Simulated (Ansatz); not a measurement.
Species, as SMILES: F[B]F, doublet.
Atoms: B1, F2, F3. Bonds: B1-F2, B1-F3.

Basis-set convergence of the harmonic zero-point energy at MP2 with Ansatz (an electronic-structure program). Each level at its own minimum, finite differences of forces, unscaled; the reference is a large set that could be run, not a limit. All functions are spherical. Cores are frozen. Open shells are unrestricted. No added dispersion term, no relativity. Reference: the value in def2-QZVPP, 4.47 kcal/mol, itself unsure by roughly 0.02 kcal/mol (its mean distance from cc-pVQZ, aug-cc-pVTZ, def2-TZVPPD). Deviations are taken from unrounded values.

| basis | functions | harmonic zero-point energy (kcal/mol) |
|---|---|---|
| cc-pVDZ | 42 | 4.39 |
| aug-cc-pVDZ | 69 | 4.16 |
| 6-311G** | 54 | 4.45 |
| 6-311+G** | 66 | 4.37 |
| cc-pVTZ | 90 | 4.51 |
| aug-cc-pVTZ | 138 | 4.45 |
| def2-TZVPP | 93 | 4.49 |
| def2-TZVPPD | 117 | 4.46 |

What the diffuse functions change, pair by pair:
- cc-pVDZ to aug-cc-pVDZ: 27 more functions, deviation -0.08 to -0.32 kcal/mol
- 6-311G** to 6-311+G**: 12 more functions, deviation -0.02 to -0.11 kcal/mol
- cc-pVTZ to aug-cc-pVTZ: 48 more functions, deviation 0.04 to -0.03 kcal/mol
- def2-TZVPP to def2-TZVPPD: 24 more functions, deviation 0.01 to -0.02 kcal/mol

They bring the value nearer the reference by more than 0.02 kcal/mol in 0 of 4 pairs.
